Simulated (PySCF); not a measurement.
# One shape, several levels: triplet CH4Si

Wanted: a comparison of 5 runs (U-wB97X-V/STO-3G, UB2PLYP/STO-3G, UM06-2X/STO-3G, NEVPT2(4,4)/STO-3G, ROCCSD(T)/STO-3G) of triplet CH4Si. Input form: a Python script.

Program for the calculation: PySCF 2.14.0.

2 further runs of the same task are left out: 2 set aside as unsound or not needed.

## Step 1: The structure to begin with

CH4Si: 6 atoms, total charge 0, spin state triplet. SMILES of the parent species: `C[SiH]`. The shape is that of a PBE0-D4/def2-TZVP optimisation. That shape belongs to the parent species and isn't relaxed for this state.

Bond lengths: C1–Si2 1.892 Å, C1–H3 1.098 Å, C1–H4 1.091 Å, C1–H5 1.098 Å, Si2–H6 1.531 Å. Angles: C1–Si2–H6 94.2°, Si2–C1–H3 109.7°, Si2–C1–H4 113.8°, Si2–C1–H5 109.5°, H3–C1–H4 109.0°, H3–C1–H5 105.5°, H4–C1–H5 109.0°.

## Step 2: A single-point energy at U-wB97X-V/STO-3G (run 1)

File geometry.xyz:

```xyz
6

C     -0.093500    -0.366000    -0.370300
Si     0.917300     0.209800     1.122300
H     -1.156900    -0.410100    -0.102200
H      0.215000    -1.335600    -0.763000
H     -0.024000     0.382000    -1.170800
H      0.142200     1.520000     1.284000
```

File run.py:

```python
from pyscf import gto, dft

molecule = gto.M(
    atom='geometry.xyz',
    basis='sto-3g',
    max_memory=1860,
    spin=2,
    verbose=3,
)

mf = dft.UKS(molecule, xc='wb97x-v')
mf.grids.level = 5
mf.conv_tol = 1e-10
mf.nlcgrids.level = 1
mf.kernel()
if not mf.converged:
    mf = mf.newton().run(mf.mo_coeff, mf.mo_occ)

energy = mf.e_tot
print('Final energy', energy)
```

Launch:

```
$ OMP_NUM_THREADS=1 python run.py
```

The log of the run:

```text
WARN: HOMO 0.0136040382543063 >= LUMO -0.169628587357134

converged SCF energy = -325.966232493324  <S^2> = 2.0002319  2S+1 = 3.0001546
Final energy -325.96623249332384
```

Run time: 25 s. Hardware: 1 thread of Arm Neoverse V1, shared host; peak memory 0.2 GiB.

## Step 3: A single-point energy at UB2PLYP/STO-3G (run 2)

File run.py:

```python
from pyscf import gto, dft, mp

mol = gto.M(
    atom='''
C     -0.093500    -0.366000    -0.370300
Si     0.917300     0.209800     1.122300
H     -1.156900    -0.410100    -0.102200
H      0.215000    -1.335600    -0.763000
H     -0.024000     0.382000    -1.170800
H      0.142200     1.520000     1.284000
''',
    verbose=4,
    spin=2,
    max_memory=1860,
    basis='sto-3g',
)

mf = dft.UKS(mol)
mf.xc = '0.53*HF + 0.47*B88, 0.73*LYP'
mf.grids.level = 5
mf.conv_tol = 1e-10
mf.kernel()
if not mf.converged:
    mf = mf.newton().run(mf.mo_coeff, mf.mo_occ)

pt = mp.MP2(mf, frozen=6).run()
e_tot = mf.e_tot + 0.27 * pt.e_corr
print('PT2 part  %.8f' % (0.27 * pt.e_corr))
print('E(%s) = %.9f' % ('B2PLYP', e_tot))
```

Launch:

```
$ OMP_NUM_THREADS=1 python run.py
```

The log of the run:

```text
PySCF version 2.14.0

[... 57 lines left out ...]
WARN: HOMO 0.0096528793880078 >= LUMO -0.165396796709161
[... 42 lines left out ...]
converged SCF energy = -325.777589612466  <S^2> = 2.0003641  2S+1 = 3.0002427
[... 1 line left out ...]
******** <class 'pyscf.mp.ump2.UMP2'> ********
nocc = (np.int64(7), np.int64(5)), nmo = (12, 12)
frozen orbitals 6
E(UMP2) = -325.874320363021  E_corr = -0.0967307505551415
E(SCS-UMP2) = -325.886499683193  E_corr = -0.108910070726799
E_corr(same-spin) = -0.00826941916081228
E_corr(oppo-spin) = -0.0884613313943292
PT2 part  -0.02611730
E(B2PLYP) = -325.803706915
```

Run time: 4.5 s. Hardware: 1 thread of Arm Neoverse V1, shared host; peak memory 0.2 GiB.

Run 3 isn't shown in full; the table further down has it.

## Step 4: A single-point energy at NEVPT2(4,4)/STO-3G (run 4)

File calc.py:

```python
import numpy
from pyscf import gto, scf, mp, mcscf, mrpt

system = gto.M(
    atom='''
C     -0.093500    -0.366000    -0.370300
Si     0.917300     0.209800     1.122300
H     -1.156900    -0.410100    -0.102200
H      0.215000    -1.335600    -0.763000
H     -0.024000     0.382000    -1.170800
H      0.142200     1.520000     1.284000
''',
    verbose=3,
    basis='sto-3g',
    spin=2,
    max_memory=1860,
    charge=0,
)

mf = scf.ROHF(system)
mf.conv_tol = 1e-10
mf.kernel()
if not mf.converged:
    mf = mf.newton().run(mf.mo_coeff, mf.mo_occ)

pt = mp.MP2(scf.addons.convert_to_uhf(mf)).run()
noons, natorbs = mcscf.addons.make_natural_orbitals(pt)
print('natural occupations', numpy.round(noons[:40], 4))
cas = mcscf.CASSCF(mf, 4, 4)
cas.fix_spin_(ss=2.0)
cas.natorb = True
cas.kernel(natorbs)
e_pt2 = mrpt.NEVPT(cas).kernel()
e_final = cas.e_tot + e_pt2
print('E = %.10f Eh' % e_final)
```

Launch:

```
$ OMP_NUM_THREADS=1 python calc.py
```

The log of the run:

```text
converged SCF energy = -325.216576446806
E(UMP2) = -325.29443243354  E_corr = -0.0778559867344489
E(SCS-UMP2) = -325.303840693807  E_corr = -0.0872642470007613
natural occupations [2.     2.     2.     1.9999 1.9998 1.9998 1.9917 1.9896 1.9871 1.9868
 1.9817 1.0018 1.0002 0.014  0.0126 0.0125 0.0116 0.0108]
CASSCF energy = -325.231301704138
CASCI E = -325.231301704138  E(CI) = -3.61629674692313  S^2 = 2.0000000
Sr    (-1)',   E = -0.00055298773950
Si    (+1)',   E = -0.00123837169205
Sijrs (0)  ,   E = -0.04404123580463
Sijr  (+1) ,   E = -0.00397837015741
Srsi  (-1) ,   E = -0.00314237031031
Srs   (-2) ,   E = -0.00108623772429
Sij   (+2) ,   E = -0.00123172225633
Sir   (0)' ,   E = -0.01232705697655
Nevpt2 Energy = -0.067598352661061
E = -325.2989000568 Eh
```

Wall time 1.3 s (1 thread of Arm Neoverse V1, shared host); peak memory 0.12 GiB.

## Step 5: A single-point energy at ROCCSD(T)/STO-3G (run 5)

File input.py:

```python
from pyscf import gto, cc

molecule = gto.M(
    atom=[
    ('C', (-0.093500, -0.366000, -0.370300)),
    ('Si', (0.917300, 0.209800, 1.122300)),
    ('H', (-1.156900, -0.410100, -0.102200)),
    ('H', (0.215000, -1.335600, -0.763000)),
    ('H', (-0.024000, 0.382000, -1.170800)),
    ('H', (0.142200, 1.520000, 1.284000)),
],
    basis='sto-3g',
    max_memory=1860,
    spin=2,
    verbose=4,
)

mf = molecule.ROHF()
mf.conv_tol = 1e-10
mf.kernel()
if not mf.converged:
    mf = mf.newton().run(mf.mo_coeff, mf.mo_occ)

mycc = cc.CCSD(mf, frozen=6)
mycc.kernel()
e_t = mycc.ccsd_t()
energy = mycc.e_tot + e_t
print('Final energy', energy)
```

Launch:

```
$ OMP_NUM_THREADS=1 python input.py
```

The log of the run:

```text
PySCF version 2.14.0

[... 56 lines left out ...]
converged SCF energy = -325.216576446806
[... 1 line left out ...]
WARN: RCCSD method does not support ROHF method. ROHF object is converted to UHF object and UCCSD method is called.
[... 12 lines left out ...]
Init t2, MP2 energy = -0.0750278183956584
[... 13 lines left out ...]
UCCSD converged
[... 2 lines left out ...]
Final energy -325.32386089600936
```

Wall time 0.86 s (1 thread of Arm Neoverse V1, shared host); peak memory 0.12 GiB.

## Step 6: Overview of the runs

```csv
run,level,nlc grid,frozen core orbitals,energy (Eh),dipole moment (D) of the reference,HOMO energy (eV),LUMO energy (eV),wall time
1,U-wB97X-V/STO-3G,1,–,-325.966232,1.18,-3.73,1.98,25 s
2,UB2PLYP/STO-3G,–,6,-325.803707,1.36,-2.60,1.48,4.5 s
3,UM06-2X/STO-3G,–,–,-326.029421,1.34,-2.44,1.07,6.9 s
4,"NEVPT2(4,4)/STO-3G",–,–,-325.298900,1.68,–,–,1.3 s
5,ROCCSD(T)/STO-3G,–,6,-325.323861,1.68,–,–,0.86 s
```

## Step 7: Outcome

```
                                          quantity          value
                               run 5: total energy  -325.32386 Eh
       run 5: dipole moment (Hartree–Fock density)         1.68 D
run 5: correlation energy (6 core orbitals frozen)     -107.3 mEh
                             run 5: (T) correction      -0.60 mEh
          run 5: ⟨S²⟩ of the reference determinant          2.000
                              run 5: T1 diagnostic          0.008
```

What this shows: Over runs 1, 2, 3 the dipole moment (its size) runs from 1.18 D (U-wB97X-V/STO-3G) to 1.36 D (UB2PLYP/STO-3G). A double hybrid's value is that of its SCF part. Totals of different functionals can't be ranked against each other. In runs 1, 2, 3, 4, 5 the basis is minimal, so the values are rough. All runs together took 39 s, the longest 25 s.
